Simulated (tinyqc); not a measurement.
Born-Oppenheimer dynamics on the RHF/sto-6g surface (energies and gradients from PySCF), for H2O, spin multiplicity 1, step by step. Computed by tinyqc, a small Python program that keeps every step (integrals from PySCF). Settings: charge = 0, multiplicity = 1, basis = sto-6g, time step (fs) = 1.0, steps = 16. Command: `OMP_NUM_THREADS=1 python tinyqc.py 20351 20352 out.jsonl` (the two numbers bound the seeds that draw the settings). One thread of a shared host (Intel(R) Xeon(R) Processor @ 2.60GHz), about 3 s of CPU time with the checks.

positions (bohr), order 1O, 2H, 3H:
$$\begin{pmatrix}
-0.058582 & 0.066140 & -0.013228 \\
0.020787 & 1.428633 & 1.160292 \\
-0.045353 & -1.508001 & 1.220763
\end{pmatrix}$$

The total energy should stay constant up to terms of order dt^2; the step counts as short enough if it moves by less than 2 % of the largest kinetic energy.

Trajectory:
```
time (fs)  1O-2H (angstrom)  potential (hartree)  kinetic (hartree)  total (hartree)
0.000000           0.952495         -75.67421273         0.00051592     -75.67369681
1.000000           0.955584         -75.67623750         0.00228473     -75.67395277
2.000000           0.982182         -75.68098821         0.00626746     -75.67472075
3.000000           1.012013         -75.67821986         0.00384694     -75.67437293
4.000000           1.025360         -75.67375905         0.00028335     -75.67347570
5.000000           1.014456         -75.67849004         0.00405855     -75.67443150
6.000000           0.986223         -75.68074944         0.00607979     -75.67466965
7.000000           0.959243         -75.67601097         0.00206835     -75.67394262
8.000000           0.953564         -75.67418226         0.00048953     -75.67369274
9.000000           0.973773         -75.67878919         0.00444827     -75.67434092
10.000000          1.004198         -75.68073500         0.00600264     -75.67473236
11.000000          1.023778         -75.67545535         0.00160598     -75.67384937
12.000000          1.019917         -75.67512686         0.00137407     -75.67375279
13.000000          0.994241         -75.68072171         0.00594962     -75.67477209
14.000000          0.962822         -75.67886922         0.00451272     -75.67435650
15.000000          0.948607         -75.67422954         0.00056009     -75.67366945
16.000000          0.963572         -75.67626213         0.00225388     -75.67400825
```

Is the time step short enough?

No. The total energy moves within 1.3e-03 hartree; that is over 2 % of the largest kinetic energy, so the time step is too long.
